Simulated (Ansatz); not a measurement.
Reaction (substitution at a C–Cl bond): `CC(Cl)CCl` + H–F → `CC(F)CCl` + HCl

Program: Ansatz. Geometries: PBE0-D4/def2-TZVP. ΔE: electronic, gas phase. CCSD(T)/CBS adds triple-zeta CCSD(T) − MP2 to the extrapolated MP2 energy (def2 sets, frozen cores). This one scheme is used for every species. DFT in def2-TZVPP. B3LYP here is the variant with VWN-RPA as its local correlation; programs differ in this. Each species was taken in one conformer, which may not be the lowest.

```
         level  ΔE (kJ/mol)
        PBE-D4         15.6
        B2PLYP         11.3
          PBE0         11.9
         B3LYP          3.0
 HF/def2-TZVPP         -4.4
 HF/def2-QZVPP         -4.2
  HF/CBS(def2)         -4.2
CCSD/CBS(def2)         18.7
```

(1) What does CCSD(T)/CBS give? (An estimate is asked.)

Largest T1 diagnostic among the species: 0.010.

## Answers

(1) Ansatz gave: +22.5 kJ/mol. The listed levels differ from it by -6.9, -11.2, -10.6, -19.5, -26.9, -26.7, -26.7, -3.8 kJ/mol.

The D4 term adds +7.8 kJ/mol with B3LYP and +4.1 kJ/mol with PBE0; it sums over pairs of atoms, weighted by their polarisabilities, and B3LYP, whose exchange is more repulsive, gets the larger term. In def2-TZVPP, CCSD(T) changes the Hartree–Fock value by +20.9 kJ/mol (the triples alone add +3.8 kJ/mol) and MP2 by +33.7 kJ/mol.
